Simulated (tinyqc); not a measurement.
Inside a calculation. Method: UHF in the sto-6g basis, for H2O, spin multiplicity 3. One step of it, computed by the program tinyqc.

Problem. Iteration 2: building the Fock matrix. J_ij = sum D_kl (ij|kl) with D = D(alpha) + D(beta), K_ij = sum D_kl (ik|jl) for each spin; F = H + J - K(s); E = tr D H + tr D J / 2 - 0.5 sum_s tr D(s) K(s) + E_nn.

D(alpha) after iteration 1, order 1O 1s, 1O 2s, 1O 2px, 1O 2py, 1O 2pz, 2H 1s, 3H 1s:
```
[[1.059607, -0.265282, 0.000000, 0.000000, -0.013403, 0.040989, 0.040989],
 [-0.265282, 1.197054, 0.000000, 0.000000, 0.089355, -0.273275, -0.273275],
 [0.000000, 0.000000, 1.000000, 0.000000, 0.000000, 0.000000, 0.000000],
 [0.000000, 0.000000, 0.000000, 0.350587, 0.000000, 0.298130, -0.298130],
 [-0.013403, 0.089355, 0.000000, 0.000000, 1.056784, -0.173661, -0.173661],
 [0.040989, -0.273275, 0.000000, 0.298130, -0.173661, 0.784629, 0.277586],
 [0.040989, -0.273275, 0.000000, -0.298130, -0.173661, 0.277586, 0.784629]]
```

D(beta) after iteration 1, order 1O 1s, 1O 2s, 1O 2px, 1O 2py, 1O 2pz, 2H 1s, 3H 1s:
```
[[1.055171, -0.239001, 0.000000, 0.000000, 0.028783, -0.003046, -0.003046],
 [-0.239001, 1.041344, 0.000000, 0.000000, -0.160589, -0.012370, -0.012370],
 [0.000000, 0.000000, 0.000000, 0.000000, 0.000000, 0.000000, 0.000000],
 [0.000000, 0.000000, 0.000000, 0.616164, 0.000000, 0.266082, -0.266082],
 [0.028783, -0.160589, 0.000000, 0.000000, 0.655576, 0.245140, 0.245140],
 [-0.003046, -0.012370, 0.000000, 0.266082, 0.245140, 0.208845, -0.020962],
 [-0.003046, -0.012370, 0.000000, -0.266082, 0.245140, -0.020962, 0.208845]]
```

core Hamiltonian H = T + V (hartree), order 1O 1s, 1O 2s, 1O 2px, 1O 2py, 1O 2pz, 2H 1s, 3H 1s:
```
[[-32.698097, -7.224589, 0.000000, 0.000000, -0.010927, -0.656947, -0.656947],
 [-7.224589, -8.924015, 0.000000, 0.000000, -0.129614, -1.728964, -1.728964],
 [0.000000, 0.000000, -7.202226, 0.000000, 0.000000, 0.000000, 0.000000],
 [0.000000, 0.000000, 0.000000, -7.253443, 0.000000, -0.991888, 0.991888],
 [-0.010927, -0.129614, 0.000000, 0.000000, -7.249120, -0.975579, -0.975579],
 [-0.656947, -1.728964, 0.000000, -0.991888, -0.975579, -3.784012, -0.600242],
 [-0.656947, -1.728964, 0.000000, 0.991888, -0.975579, -0.600242, -3.784012]]
```

Two-electron integrals (ij|kl) in chemists' order, unique and non-zero (hartree):
```
(11|11) 4.787491    (21|11) 0.675884    (21|21) 0.121505    (22|11) 1.117379
(22|21) 0.249212    (22|22) 0.817383    (31|31) 0.025762    (32|31) 0.039145
(32|32) 0.180664    (33|11) 1.117381    (33|21) 0.249212    (33|22) 0.817382
(33|33) 0.880663    (41|41) 0.025762    (42|41) 0.039145    (42|42) 0.180664
(43|43) 0.047461    (44|11) 1.117381    (44|21) 0.249212    (44|22) 0.817382
(44|33) 0.785741    (44|44) 0.880663    (51|51) 0.025762    (52|51) 0.039145
(52|52) 0.180664    (53|53) 0.047461    (54|54) 0.047461    (55|11) 1.117381
(55|21) 0.249212    (55|22) 0.817382    (55|33) 0.785741    (55|44) 0.785741
(55|55) 0.880663    (61|11) 0.064774    (61|21) 0.011178    (61|22) 0.022482
(61|33) 0.022436    (61|41) 0.000396    (61|42) 0.000781    (61|44) 0.022508
(61|51) 0.000378    (61|52) 0.000747    (61|54) 0.000069    (61|55) 0.022502
(61|61) 0.001048    (62|11) 0.185418    (62|21) 0.042071    (62|22) 0.156449
(62|33) 0.153725    (62|41) 0.002441    (62|42) 0.019263    (62|44) 0.157991
(62|51) 0.002336    (62|52) 0.018432    (62|54) 0.004083    (62|55) 0.157631
(62|61) 0.003905    (62|62) 0.040298    (63|31) 0.004286    (63|32) 0.025348
(63|43) 0.003826    (63|53) 0.003661    (63|63) 0.005168    (64|11) 0.106620
(64|21) 0.024498    (64|22) 0.096992    (64|33) 0.092917    (64|41) 0.005467
(64|42) 0.036106    (64|44) 0.102956    (64|51) 0.001130    (64|52) 0.010295
(64|54) 0.005945    (64|55) 0.095103    (64|61) 0.002358    (64|62) 0.030323
(64|64) 0.027648    (65|11) 0.102022    (65|21) 0.023441    (65|22) 0.092809
(65|33) 0.088910    (65|41) 0.001130    (65|42) 0.010295    (65|44) 0.091194
(65|51) 0.005367    (65|52) 0.035198    (65|54) 0.006011    (65|55) 0.098323
(65|61) 0.002257    (65|62) 0.029016    (65|64) 0.021510    (65|65) 0.025751
(66|11) 0.380861    (66|21) 0.087957    (66|22) 0.375834    (66|33) 0.363336
(66|41) 0.005421    (66|42) 0.060770    (66|44) 0.382908    (66|51) 0.005187
(66|52) 0.058149    (66|54) 0.018727    (66|55) 0.381256    (66|61) 0.008196
(66|62) 0.133893    (66|64) 0.114246    (66|65) 0.109318    (66|66) 0.774999
(71|11) 0.064774    (71|21) 0.011178    (71|22) 0.022482    (71|33) 0.022436
(71|41) -0.000396   (71|42) -0.000781   (71|44) 0.022508    (71|51) 0.000378
(71|52) 0.000747    (71|54) -0.000069   (71|55) 0.022502    (71|61) 0.001034
(71|62) 0.003791    (71|64) 0.002117    (71|65) 0.002195    (71|66) 0.007928
(71|71) 0.001048    (72|11) 0.185418    (72|21) 0.042071    (72|22) 0.156449
(72|33) 0.153725    (72|41) -0.002441   (72|42) -0.019263   (72|44) 0.157991
(72|51) 0.002336    (72|52) 0.018432    (72|54) -0.004083   (72|55) 0.157631
(72|61) 0.003791    (72|62) 0.031921    (72|64) 0.016894    (72|65) 0.022434
(72|66) 0.084759    (72|71) 0.003905    (72|72) 0.040298    (73|31) 0.004286
(73|32) 0.025348    (73|43) -0.003826   (73|53) 0.003661    (73|63) 0.003938
(73|73) 0.005168    (74|11) -0.106620   (74|21) -0.024498   (74|22) -0.096992
(74|33) -0.092917   (74|41) 0.005467    (74|42) 0.036106    (74|44) -0.102956
(74|51) -0.001130   (74|52) -0.010295   (74|54) 0.005945    (74|55) -0.095103
(74|61) -0.002117   (74|62) -0.016894   (74|64) -0.005379   (74|65) -0.011671
(74|66) -0.042570   (74|71) -0.002358   (74|72) -0.030323   (74|74) 0.027648
(75|11) 0.102022    (75|21) 0.023441    (75|22) 0.092809    (75|33) 0.088910
(75|41) -0.001130   (75|42) -0.010295   (75|44) 0.091194    (75|51) 0.005367
(75|52) 0.035198    (75|54) -0.006011   (75|55) 0.098323    (75|61) 0.002195
(75|62) 0.022434    (75|64) 0.011671    (75|65) 0.019411    (75|66) 0.064357
(75|71) 0.002257    (75|72) 0.029016    (75|74) -0.021510   (75|75) 0.025751
(76|11) 0.057048    (76|21) 0.013116    (76|22) 0.054010    (76|33) 0.052643
(76|44) 0.053399    (76|51) 0.001028    (76|52) 0.010207    (76|55) 0.055989
(76|61) 0.001207    (76|62) 0.014712    (76|64) 0.009702    (76|65) 0.011910
(76|66) 0.056386    (76|71) 0.001207    (76|72) 0.014712    (76|74) -0.009702
(76|75) 0.011910    (76|76) 0.007454    (77|11) 0.380861    (77|21) 0.087957
(77|22) 0.375834    (77|33) 0.363336    (77|41) -0.005421   (77|42) -0.060770
(77|44) 0.382908    (77|51) 0.005187    (77|52) 0.058149    (77|54) -0.018727
(77|55) 0.381256    (77|61) 0.007928    (77|62) 0.084759    (77|64) 0.042570
(77|65) 0.064357    (77|66) 0.264438    (77|71) 0.008196    (77|72) 0.133893
(77|74) -0.114246   (77|75) 0.109318    (77|76) 0.056386    (77|77) 0.774999
```

nuclear repulsion = 6.40121574 hartree

Give: Coulomb J; exchange K(alpha); exchange K(beta); F(alpha); F(beta); total energy of this density.

Solution.

Coulomb J (hartree), order 1O 1s, 1O 2s, 1O 2px, 1O 2py, 1O 2pz, 2H 1s, 3H 1s:
```
[[16.9087, 2.9786, 0.0000, 0.0000, 0.0075, 0.2768, 0.2768],
 [2.9786, 7.7931, 0.0000, 0.0000, 0.1086, 1.5185, 1.5185],
 [0.0000, 0.0000, 7.7389, 0.0000, 0.0000, 0.0000, 0.0000],
 [0.0000, 0.0000, 0.0000, 7.7934, 0.0000, 0.9479, -0.9479],
 [0.0075, 0.1086, 0.0000, 0.0000, 7.8470, 0.9339, 0.9339],
 [0.2768, 1.5185, 0.0000, 0.9479, 0.9339, 4.0759, 0.5516],
 [0.2768, 1.5185, 0.0000, -0.9479, 0.9339, 0.5516, 4.0759]]
```

exchange K(alpha) (hartree), order 1O 1s, 1O 2s, 1O 2px, 1O 2py, 1O 2pz, 2H 1s, 3H 1s:
```
[[4.9226, 0.7700, 0.0000, 0.0000, 0.0014, 0.0777, 0.0777],
 [0.7700, 1.3369, 0.0000, 0.0000, 0.0262, 0.2796, 0.2796],
 [0.0000, 0.0000, 1.1556, 0.0000, 0.0000, 0.0000, 0.0000],
 [0.0000, 0.0000, 0.0000, 0.7496, 0.0000, 0.2261, -0.2261],
 [0.0014, 0.0262, 0.0000, 0.0000, 1.1700, 0.1569, 0.1569],
 [0.0777, 0.2796, 0.0000, 0.2261, 0.1569, 0.6795, 0.1281],
 [0.0777, 0.2796, 0.0000, -0.2261, 0.1569, 0.1281, 0.6795]]
```

exchange K(beta) (hartree), order 1O 1s, 1O 2s, 1O 2px, 1O 2py, 1O 2pz, 2H 1s, 3H 1s:
```
[[4.8877, 0.7283, 0.0000, 0.0000, 0.0005, 0.0741, 0.0741],
 [0.7283, 1.1358, 0.0000, 0.0000, -0.0415, 0.2590, 0.2590],
 [0.0000, 0.0000, 0.2653, 0.0000, 0.0000, 0.0000, 0.0000],
 [0.0000, 0.0000, 0.0000, 0.8957, 0.0000, 0.2099, -0.2099],
 [0.0005, -0.0415, 0.0000, 0.0000, 0.9141, 0.2049, 0.2049],
 [0.0741, 0.2590, 0.0000, 0.2099, 0.2049, 0.3383, 0.0701],
 [0.0741, 0.2590, 0.0000, -0.2099, 0.2049, 0.0701, 0.3383]]
```

F(alpha) (hartree), order 1O 1s, 1O 2s, 1O 2px, 1O 2py, 1O 2pz, 2H 1s, 3H 1s:
```
[[-20.7119, -5.0159, 0.0000, 0.0000, -0.0048, -0.4579, -0.4579],
 [-5.0159, -2.4678, 0.0000, 0.0000, -0.0472, -0.4901, -0.4901],
 [0.0000, 0.0000, -0.6189, 0.0000, 0.0000, 0.0000, 0.0000],
 [0.0000, 0.0000, 0.0000, -0.2096, 0.0000, -0.2701, 0.2701],
 [-0.0048, -0.0472, 0.0000, 0.0000, -0.5722, -0.1985, -0.1985],
 [-0.4579, -0.4901, 0.0000, -0.2701, -0.1985, -0.3876, -0.1767],
 [-0.4579, -0.4901, 0.0000, 0.2701, -0.1985, -0.1767, -0.3876]]
```

F(beta) (hartree), order 1O 1s, 1O 2s, 1O 2px, 1O 2py, 1O 2pz, 2H 1s, 3H 1s:
```
[[-20.6771, -4.9742, 0.0000, 0.0000, -0.0039, -0.4543, -0.4543],
 [-4.9742, -2.2667, 0.0000, 0.0000, 0.0205, -0.4695, -0.4695],
 [0.0000, 0.0000, 0.2713, 0.0000, 0.0000, 0.0000, 0.0000],
 [0.0000, 0.0000, 0.0000, -0.3557, 0.0000, -0.2539, 0.2539],
 [-0.0039, 0.0205, 0.0000, 0.0000, -0.3163, -0.2465, -0.2465],
 [-0.4543, -0.4695, 0.0000, -0.2539, -0.2465, -0.0464, -0.1188],
 [-0.4543, -0.4695, 0.0000, 0.2539, -0.2465, -0.1188, -0.0464]]
```

total energy of this density = -75.409909 hartree
